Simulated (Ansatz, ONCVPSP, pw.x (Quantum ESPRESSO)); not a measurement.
What a changed setting does to a pw.x run (fcc Al)

Potential: optimised norm-conserving Vanderbilt (ONCV), ONCVPSP 4.0.1, PBE; core [Ne], reference 3s2 3p1; waves: 3s: rc 2.05 bohr, ncon 3, nbas 6, qcut 2.6 1/bohr, local; 3p: rc 2.52 bohr, ncon 5, nbas 10, qcut 2.9 1/bohr, 2 projectors, debl 1.8 Ha; d scattering state at 0.26 Ha: rc 2.50 bohr, ncon 4, nbas 8, qcut 3.9 1/bohr, 2 projectors, debl 1.5 Ha; local part: the s channel; core correction: none.

The reference run (k-mesh 14³, cutoffs 55/220 Ry, Fermi–Dirac 0.01 Ry, mixing_beta 0.4, conv_thr 1e-9, no spin) gives 0.21 GPa at 16.527 Å³/atom, where all-electron LAPW gives -0.17 GPa. This run, with its own iteration cap, changes degauss to 0.002.

```
&control
  calculation='scf', prefix='x', pseudo_dir='./', outdir='./tmp', tstress=.true., disk_io='none'
/
&system
  ibrav=0, nat=1, ntyp=1, ecutwfc=55, ecutrho=220, nbnd=8,
  occupations='smearing', smearing='fd', degauss=0.002
/
&electrons
  conv_thr=1e-09, mixing_beta=0.4, electron_maxstep=70
/
ATOMIC_SPECIES
Al 1.0 Al.UPF
CELL_PARAMETERS angstrom
  0.00000000 2.02172157 2.02172157
  2.02172157 0.00000000 2.02172157
  2.02172157 2.02172157 0.00000000
ATOMIC_POSITIONS crystal
Al 0.0000 0.0000 0.0000
K_POINTS automatic
14 14 14 0 0 0
```

```bash
pw.x < Al.scf.in > Al.scf.out
```

**Question.** How does the run end?

**Answer.** It converges in 6 iterations; the free energy moves by +14.2 meV/atom and the pressure by -0.24 GPa. In a metal, with Fermi–Dirac smearing, F lies below its zero-width value by a term in the square of the width.

```
Message from routine setup:
     using ibrav=0 with symmetry is DISCOURAGED, use correct ibrav instead
     lattice parameter (alat)  =       5.4030  a.u.
     unit-cell volume          =     111.5297 (a.u.)^3
     number of electrons       =         3.00
     number of Kohn-Sham states=            8
     kinetic-energy cutoff     =      55.0000  Ry
     charge density cutoff     =     220.0000  Ry
     scf convergence threshold =      1.0E-09
     Exchange-correlation= PBE
     number of k points=   104  Fermi-Dirac smearing, width (Ry)=  0.0020
     iteration #  1     ecut=    55.00 Ry     beta= 0.40
     total energy              =      -4.15059986 Ry
     estimated scf accuracy    <       0.00613670 Ry
     iteration #  2     ecut=    55.00 Ry     beta= 0.40
     total energy              =      -4.15049797 Ry
     estimated scf accuracy    <       0.00208609 Ry
     iteration #  3     ecut=    55.00 Ry     beta= 0.40
     total energy              =      -4.15052566 Ry
     estimated scf accuracy    <       0.00000269 Ry
     iteration #  4     ecut=    55.00 Ry     beta= 0.40
     total energy              =      -4.15052611 Ry
     estimated scf accuracy    <       0.00000059 Ry
     iteration #  5     ecut=    55.00 Ry     beta= 0.40
     total energy              =      -4.15052613 Ry
     estimated scf accuracy    <          7.2E-09 Ry
     iteration #  6     ecut=    55.00 Ry     beta= 0.40
     the Fermi energy is     7.8850 ev
!    total energy              =      -4.15052613 Ry
     estimated scf accuracy    <          5.6E-10 Ry
     smearing contrib. (-TS)   =      -0.00008063 Ry
     The total energy is F=E-TS. E is the sum of the following terms:
     one-electron contribution =       2.84408684 Ry
     hartree contribution      =       0.00646916 Ry
     xc contribution           =      -1.60069290 Ry
     ewald contribution        =      -5.40030860 Ry
     convergence has been achieved in   6 iterations
          total   stress  (Ry/bohr**3)                   (kbar)     P=       -0.26
     Message from routine punch:
     Nothing written, as per user request (disk_io='none')
```

The run took about 10 s on one core of a shared host (Intel(R) Xeon(R) Processor @ 2.60GHz, 24 threads, 31 GiB, load 13).
